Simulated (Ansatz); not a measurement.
Ideal-gas functions of `[NH2][Mg][NH2]` at 600 K and 1 bar, from an Ansatz frequency run at PBE0-D4/def2-TZVP.

Molar mass 56.35 g/mol, point group D2d (symmetry number 4), electronic degeneracy 1, moments of inertia 2.655, 125.867, 125.88 u Å². Harmonic wavenumbers (cm⁻¹, unscaled): 140, 140, 167, 296, 296, 529, 530, 555, 815, 1557, 1561, 3584, 3585, 3665, 3665.

Use S(trans) = R[1.5 ln M + 2.5 ln T − 1.1517]; rotational temperatures θ = 24.2544 K / I; S(rot) = R[ln(√π/σ · √(T³/θAθBθC)) + 1.5]; for each mode x = 1.438777 ν̃/T, S = R[x/(eˣ − 1) − ln(1 − e⁻ˣ)] and H = RT x/(eˣ − 1); 1 cm⁻¹ = 0.0119627 kJ/mol; R = 8.31446 J/(mol·K).

By hand: the entropy, in J/(mol·K).

Translation 173.7. Rotation: θ = 9.1354, 0.1927, 0.1927 K, giving 90.0. Vibration, mode by mode: 17.43, 17.43, 15.98, 11.34, 11.34, 6.87, 6.86, 6.53, 3.95, 0.96, 0.95, 0.01, 0.01, 0.01, 0.01, in all 99.7. Electronic 0.0. Sum 363.4 J/(mol·K).

By hand: H − E and G − E in kJ/mol, counted from the electronic energy.

Zero-point energy ½ × 21085 × 0.0119627 = 126.1; thermal vibration 29.2; translation, rotation and pV give 4 RT = 20.0. H − E = 175.3 kJ/mol, and G − E = 175.3 − 600 × 363.4/1000 = -42.7 kJ/mol.

Vibration gives 27 % of the entropy, 34.9 J/(mol·K) of it from the modes under 150 cm⁻¹: soft modes count most, and the harmonic formula is weakest for them. The sum counts one conformer and one mirror image; others add a mixing term.
